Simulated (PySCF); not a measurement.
Computed NMR parameters against published values

Atom-mapped SMILES (the numbers label the heavy atoms): `[NH2:1][c:2]1[cH:3][cH:4][cH:5][s:6]1` (H(Xn): hydrogen on atom n).

Published estimates (parent shift plus substituent increments) and measurements: δ 1H H(C4) 6.51; H(C5) 6.35; H(C3) 6.01 ppm (estimated from measurements, as parent shift plus tabulated substituent increment; solution, not stated per compound (mostly CDCl3 or CCl4); Pretsch, Buehlmann, Badertscher, Structure Determination of Organic Compounds, 4th ed. (2009)).

Level of theory: geometry: PBE0-D3(BJ)/def2-SVP, KT3/pcSseg-2 with gauge-including orbitals, in PySCF (rapidly exchanging positions averaged, isolated molecule, no relativistic terms, a single conformation).

Question: What does the calculation give, and how does it compare?

Answer: 
Reference values: estimated from measurements, as parent shift plus tabulated substituent increment (solution, not stated per compound (mostly CDCl3 or CCl4); Pretsch, Buehlmann, Badertscher, Structure Determination of Organic Compounds, 4th ed. (2009)).
```tsv
atoms	quantity	reference	computed
H(C4)	δ 1H	6.51	6.59
H(C5)	δ 1H	6.35	6.13
H(C3)	δ 1H	6.01	6.04
```

Computed shifts are σ(ref) − σ with the named reference compound (TMS for H and C) calculated as an isolated molecule at the same level.

Question: How far are the unscaled 1H shifts from the references?

Answer: Mean signed difference -0.04 ppm, mean absolute 0.11 ppm over 3 comparisons; the largest is -0.22 ppm at H(C5) (hydrogen on an aromatic CH next to the ring sulfur).

3 of the 6 published NMR values on file for this molecule are compared.
